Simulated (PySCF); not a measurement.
Gas-phase reaction: trisilylamine + 2 SiH₂(NH₂)₂ → 2 H₂SiNH + 3 H₃SiNH₂

Method: PySCF energies plus ideal-gas RRHO corrections (1 bar). † marks an energy on the PBE0/def2-TZVP geometry and frequencies; other levels use their own. MP2 and CCSD(T) freeze the core. 6-31G* has spherical d functions here. All species are closed-shell singlets. B3LYP is the form with VWN-RPA correlation. No R ln 2 is added for the mirror-image form of SiH₂(NH₂)₂. SiH₂(NH₂)₂, H₂SiNH, H₃SiNH₂: computed as isolated molecules; such fragments, hydroxides, amides, oligomers or adducts are transient or little studied in the gas. MP2 isn't extrapolated to the basis-set limit; its ΔH°(298 K) is 556.5 kJ in def2-SVP and 573.7 kJ in def2-TZVPP. CCSD(T) isn't extrapolated to the basis-set limit. The harmonic model lacks anharmonicity and excited electronic states, which grow with temperature; levels with a mode under 35 cm⁻¹ are left out. Internal rotation in trisilylamine, SiH₂(NH₂)₂, H₃SiNH₂ is treated as a harmonic vibration of one conformer, which makes the entropy rough. Warning, large T1 diagnostic: H₂SiNH (CCSD(T)/def2-SVP†).

ΔH° and ΔS° at 298 K: B3LYP/def2-TZVP† 521 kJ, 338 J/K; BLYP/def2-TZVP† 464 kJ, 338 J/K; CCSD(T)/def2-SVP† 540 kJ, 338 J/K; HF/6-31G* 599 kJ, 348 J/K; HF/def2-TZVP† 598 kJ, 338 J/K; MP2/def2-SVP† 556 kJ, 338 J/K.

**Question.** With the heat capacities included, give log10 K (1 bar) at 500, 600, 800, 1000, 1800 K from B3LYP/def2-TZVP†, BLYP/def2-TZVP†, CCSD(T)/def2-SVP†, HF/6-31G*, HF/def2-TZVP†, MP2/def2-SVP†.

**Answer.** 
| T (K) | B3LYP/def2-TZVP† | BLYP/def2-TZVP† | CCSD(T)/def2-SVP† | HF/6-31G* | HF/def2-TZVP† | MP2/def2-SVP† |
|---|---|---|---|---|---|---|
| 500 | -36.8 | -30.8 | -38.8 | -44.4 | -44.9 | -40.5 |
| 600 | -27.8 | -22.8 | -29.5 | -34.0 | -34.6 | -30.9 |
| 800 | -16.6 | -12.9 | -17.9 | -21.1 | -21.7 | -19.0 |
| 1000 | -10.0 | -7.0 | -11.0 | -13.5 | -14.1 | -11.9 |
| 1800 | 1.5 | 3.2 | 1.0 | -0.1 | -0.7 | 0.5 |
